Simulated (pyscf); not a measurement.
H₂N–Si(=O)–OH (SMILES N[Si](=O)O) + H₂ (SMILES [H][H]) -> O=SiH–OH (SMILES O=[SiH]O) + NH₃ (SMILES N), a four-centre exchange (singlet surface; N–Si, H–H broken, H–Si, H–N formed). Structures and frequencies: ωB97X-D3(BJ)/def2-SVP in PySCF. Energies in kJ/mol from the separated reactants.

AM1 to PM7: differences of heats of formation from MOPAC, which are fitted to 298 K values and so differ in kind from electronic energies by zero-point and thermal terms. 

Q: In single points PM3 puts the saddle at 202.4 kJ/mol and the reaction energy at +160.1 kJ/mol. Should these be trusted to within a few kcal/mol? Compare with ωB97M-D3(BJ)/def2-TZVP.

A: ωB97M-D3(BJ)/def2-TZVP gives ΔE‡ = 120.0 kJ/mol and ΔE = +70.3 kJ/mol. PM3 lies 82.4 kJ/mol over it in the barrier and 89.7 kJ/mol over it in the reaction energy, so on this step it does not hold to within 12.6 kJ/mol. ωB97M-D3(BJ)/def2-TZVP has limits of its own. On the product side the descent ends in an adduct with a N–Si contact, 127.2 kJ/mol under the separated species and 173.6 kJ/mol under the saddle at ωB97X-D3(BJ)/def2-TZVP. What is counted as broken (N–Si) persists as a longer contact in the product adduct; parting that adduct is a step of its own. At the saddle there is also a short H–Si contact that neither side keeps. O=SiH–OH lies 41.2 kJ/mol over its isomer HO–Si:–OH [singlet] (electronic energy, ωB97M-D3(BJ)/def2-TZVP). One saddle was located; it need not be the lowest between these sides.
